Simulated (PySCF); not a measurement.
Species: C₄H₇N₂ (doublet state).
Cartesian coordinates in Å at the GFN2-xTB level; atoms count from 1:
```xyz
13
C4H7N2 angstrom
C     -2.202   -0.589   -0.688
C     -1.192   -0.517    0.171
C      0.109    0.103   -0.101
N      0.481    0.691   -1.213
C      1.068    0.052    0.929
N      2.251    0.680    0.755
H     -3.137   -1.057   -0.431
H     -2.139   -0.183   -1.686
H     -1.302   -0.937    1.163
H     -0.243    0.705   -1.923
H      0.875   -0.432    1.872
H      2.375    1.026   -0.188
H      3.051    0.460    1.322
```

The hyperfine couplings belong to this conformer and change with its torsions.

As a line formula: `[H]/N=C(/[CH]N)C=C` [radical].

The calculation used UKS B3LYP, pcH-1 on C H N, non-relativistic, mean-field spin-orbit, GIAO (PySCF 2.14.0). One conformer (not necessarily the lowest) at the GFN2-xTB geometry, without solvent, vibrations or thermal averaging. A GFN2-xTB geometry isn't a minimum of the functional, and hyperfine couplings can be far from their values at a DFT geometry. The frame is twisted about the C5–N6 bond at this geometry (dihedral C3–C5–N6–H12 = -8°); couplings at other torsion angles weren't computed. Stability of the SCF solution: not tested.

Question: What is the g tensor, term by term?

Answer: 
```
                    Δg (ppm)     1     2     3
relativistic mass correction  -193  -193  -193
            gauge correction    -6    42    34
   orbital Zeeman/spin–orbit     6   905  2356
                       total  -193   754  2197
```

So g = 2.00213, 2.00307, 2.00452 and g_iso = 2.00324; the tensor is rhombic: the two nearest values differ by 40 % of g3 − g1. Axes: g2 points within 12° of the C5–N6 bond.

Question: At 34.188 GHz, how far is the centre of the isotropic spectrum from where a free electron (g = 2.002319) resonates?

Answer: B = hν/(g μB) with μB/h = 13.99624 MHz/mT gives 1219.91 mT for the free electron and 1219.35 mT at g_iso, 0.56 mT lower.

Question: What effective moment and Curie constant follow for a powder?

Answer: With the mean of g² = 4.0130 and S(S+1) = 0.75: μ_eff = √(⟨g²⟩S(S+1)) = 1.735 μB and χT = 0.12505·⟨g²⟩·S(S+1) = 0.376 cm³ K/mol (cgs; spin-Hamiltonian part alone).

Question: In a frozen sample, at which fields do the three g values resonate at 9.5, 34, 94 and 263 GHz (hyperfine left aside), and which band first spreads them over more than twice a line width of 0.5 mT?

Answer: 
| band | GHz | B(g3) mT | B(g2) mT | B(g1) mT | spread mT |
| --- | --- | --- | --- | --- | --- |
| X | 9.5 | 338.61 | 338.86 | 339.02 | 0.40 |
| Q | 34.0 | 1211.87 | 1212.75 | 1213.32 | 1.45 |
| W | 94.0 | 3350.48 | 3352.89 | 3354.48 | 4.00 |
| J | 263.0 | 9374.21 | 9380.96 | 9385.40 | 11.19 |

The spread grows in proportion to the frequency. Q band is the first where it exceeds 1.0 mT.

Largest spin populations (Mulliken): C5 (+0.46), N4 (+0.45), N6 (+0.18) and C3 (-0.07). Three atoms exceed +0.15.

The HOMO–LUMO gaps are 4.06 eV among the α and 4.46 eV among the β orbitals.
